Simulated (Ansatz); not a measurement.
**C3H2F2: small, medium and large basis sets**

The task here is to estimate one member of a computed series from the others.

Method: one geometry, several basis sets; program: Ansatz 0.2.0, Gaussian basis.

Levels to be run: PBE0-D4/def2-SVP; ωB97M-V/def2-SVP; PBE0-D4/def2-QZVPP; ωB97M-V/def2-QZVPP; the functionals' def2-TZVPP values are taken from earlier runs.

## The geometry

An earlier PBE0-D4 in a triple-zeta def2 set relaxation fixed the geometry.

7 atoms, charge 0, spin multiplicity 1.

Atoms are counted from 1 here; the program's logs count them from 0.

Bond lengths: F1–C2 1.355 Å, C2–F3 1.355 Å, C2–C4 1.439 Å, C2–C5 1.439 Å, C4–C5 1.312 Å, C4–H6 1.078 Å, C5–H7 1.078 Å. Angles: F1–C2–F3 106.1°, F1–C2–C4 122.4°, F1–C2–C5 122.4°, F3–C2–C4 122.4°, F3–C2–C5 122.4°, C4–C2–C5 54.2°, C2–C4–C5 62.9°, C2–C4–H6 148.9°, C5–C4–H6 148.2°, C2–C5–C4 62.9°, C2–C5–H7 148.9°, C4–C5–H7 148.2°.

Set-up of the first run:

File in.yaml:

```yaml
crystal:
  periodic: [false, false, false]
  atoms:
    - {symbol: F, position_ang: [-0.117878, -1.814169, 0.277335]}
    - {symbol: C, position_ang: [0.289654, -0.522265, 0.304158]}
    - {symbol: F, position_ang: [1.388781, -0.492233, 1.095894]}
    - {symbol: C, position_ang: [-0.634136, 0.578919, 0.226162]}
    - {symbol: C, position_ang: [0.125882, 0.360914, -0.820675]}
    - {symbol: H, position_ang: [-1.406320, 1.171635, 0.690282]}
    - {symbol: H, position_ang: [0.415318, 0.649099, -1.818755]}
basis:
  gaussian: {orbitals: def2-SVP}
hamiltonian: {xc: pbe0, dispersion: d4}
output: {orbitals: {seedname: orbitals}}
```

Command:

```bash
$ ansatz run in.yaml --threads 2 --pin off --events-out ev --progress --plain --max-ram 4352MiB
```

Among the steps run: PBE0-D4 in def2-SVP; ωB97M-V in def2-SVP; PBE0-D4 in def2-QZVPP; ωB97M-V in def2-QZVPP.

One table of the session follows, with a row left open; its other results are not shown here.

```
functional       basis  HOMO (eV)
   PBE0-D4    def2-SVP      -8.51
   PBE0-D4  def2-TZVPP      -8.62
   PBE0-D4  def2-QZVPP          ?
   ωB97M-V    def2-SVP     -10.81
   ωB97M-V  def2-TZVPP     -10.94
   ωB97M-V  def2-QZVPP     -10.99
```

**Question.** Estimate the row for PBE0-D4, def2-QZVPP.

As computed: HOMO (eV): -8.66. In the column «HOMO (eV)» it lies between ωB97M-V, def2-SVP (-10.81) and PBE0-D4, def2-TZVPP (-8.62).
